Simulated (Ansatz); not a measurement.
# AlHO2 (SMILES [O]=[Al][OH]) at CCSDT(Q)/STO-3G

Aim: the energy change on altering one bond length of AlHO2 at CCSDT(Q)/STO-3G, from 2 runs. 

The calculation is run with Ansatz 0.2.0.

62 further runs of the same task are left out: 8 that didn't finish, 54 set aside as unsound or not needed.

### 1 Starting point

AlHO2: 4 atoms, total charge 0, spin state singlet. SMILES: `[O]=[Al][OH]`. Geometry: a GFN2-xTB relaxation, a rough one for these elements and not checked as a minimum.

Bond lengths: O1–Al2 1.572 Å, Al2–O3 1.628 Å, O3–H4 0.949 Å. Angles: O1–Al2–O3 180.0°, Al2–O3–H4 179.6°.

### 2 The energy at CCSDT(Q)/STO-3G

The input, job.yaml:

```yaml
crystal:
  periodic: [false, false, false]
  atoms:
    - {symbol: O, position_ang: [-1.605830, -1.403740, -0.651200]}
    - {symbol: Al, position_ang: [-0.474020, -0.415070, -0.191330]}
    - {symbol: O, position_ang: [0.698750, 0.609040, 0.285100]}
    - {symbol: H, position_ang: [1.381100, 1.209770, 0.557430]}
basis:
  gaussian:
    orbitals: STO-3G
magnetization:
  spin_polarized: false
correlation:
  method: ccsdt_q
  frozen_orbitals: {Al: 5, H: 0, O: 1}
accuracy: high
scf:
  omitted_lower_state_checks: [cluster_reference, increment]
```

Command:

```console
$ ansatz run job.yaml --threads 1 --pin off --max-ram 2610MiB --events-out events.jsonl --progress --plain --runs-dir runs
```

What it wrote, cut to the lines that bear on the results:

```text
Warning: RAYON_NUM_THREADS=1 ignored (pool sized by the plan → 1); use --threads N
Functional definition: HF
  name "HF"
[...]
342 factors; integrals over basis functions are off by at most 1.7e-8 eV
[...]
mean field -10535.87129175 eV, -387.1861285018 hartree, gradient 2.5e-8 eV, S^2 0.000000; 0 other end points of the search recorded, 0 dependent functions left out
7 core orbitals not correlated: weight in the atoms' cores, before any rotation towards them, 1.000 or more for the frozen orbitals, at most 0.000 for the correlated occupied ones
reference -10535.87129175 eV, -387.1861285018 hartree; 8, 8 occupied and 5, 5 virtual orbitals, 342 factors
second order -3.60387072 eV of doubles, -0.00000000 eV of singles
cycle   1  -3.26462560 eV  change    3.4e-1 eV  update   2.1e-1
[...]
cycle  30  -4.36609628 eV  change   7.0e-10 eV  update  7.3e-10
perturbative correction -0.00675221 eV, -0.0002481393 hartree
Total energy: -10540.24414025 eV, -387.3468277201 hartree
Checks for a lower state left out: cluster_reference, increment
```

It took 0.36 s on 1 thread of Intel Xeon 6975P-C (Granite Rapids), shared host.

### 3 The distorted shape at the same level

The input, run.yaml:

```yaml
crystal:
  periodic: [false, false, false]
  atoms:
    - {symbol: O, position_ang: [-1.776434, -1.553937, -0.719289]}
    - {symbol: Al, position_ang: [-0.644624, -0.565267, -0.259419]}
    - {symbol: O, position_ang: [0.528146, 0.458843, 0.217011]}
    - {symbol: H, position_ang: [1.381100, 1.209770, 0.557430]}
basis:
  gaussian:
    orbitals: STO-3G
correlation:
  method: ccsdt_q
  frozen_orbitals: {Al: 5, H: 0, O: 1}
accuracy: high
scf:
  omitted_lower_state_checks: [cluster_reference, increment]
```

Command:

```console
$ ansatz run run.yaml --threads 1 --pin off --max-ram 2610MiB --events-out events.jsonl --progress --plain --runs-dir runs
```

What it wrote, cut to the lines that bear on the results:

```text
Warning: RAYON_NUM_THREADS=1 ignored (pool sized by the plan → 1); use --threads N
[... 2 set-up lines as earlier in the session ...]
[...]
342 factors; integrals over basis functions are off by at most 9.5e-9 eV
[...]
mean field -10534.65082984 eV, -387.1412773537 hartree, gradient 2.2e-8 eV, S^2 0.000000; 2 other end points of the search recorded, 0 dependent functions left out
7 core orbitals not correlated: weight in the atoms' cores, before any rotation towards them, 1.000 or more for the frozen orbitals, at most 0.000 for the correlated occupied ones
reference -10534.65082984 eV, -387.1412773537 hartree; 8, 8 occupied and 5, 5 virtual orbitals, 342 factors
second order -3.89584131 eV of doubles, -0.00000000 eV of singles
cycle   1  -3.61464577 eV  change    2.8e-1 eV  update   2.2e-1
[...]
cycle  35  -4.81128112 eV  change  -2.0e-10 eV  update  9.8e-10
perturbative correction -0.01243699 eV, -0.0004570508 hartree
Total energy: -10539.47454794 eV, -387.3185457243 hartree
Checks for a lower state left out: cluster_reference, increment
```

Run time: 0.59 s. Hardware: 1 thread of Intel Xeon 6975P-C (Granite Rapids), shared host.

### 4 Outcome

Level: CCSDT(Q)/STO-3G, 7 core orbitals frozen.

| quantity | value |
| --- | --- |
| first shape: total energy | -387.34683 Eh |
| first shape: correlation energy (7 core orbitals frozen) | -160.7 mEh |
| first shape: T1 diagnostic | 0.033 |
| distorted shape: total energy | -387.31855 Eh |
| distorted shape: correlation energy (7 core orbitals frozen) | -177.3 mEh |
| distorted shape: T1 diagnostic | 0.034 |
| energy change with the O3–H4 bond stretched from 0.949 to 1.186 Å | 0.770 eV |

**Reading.** With the O3–H4 bond stretched from 0.949 to 1.186 Å the energy rises by 0.77 eV (74.3 kJ/mol). The first shape isn't relaxed at this level, so the change isn't measured from a minimum. The minimal basis adds a large error of its own. The T1 diagnostic (first shape) of 0.033 is above the customary mark for such species, so a single reference may not serve. The T1 diagnostic (distorted shape) of 0.034 is above the customary mark for such species, so a single reference may not serve.
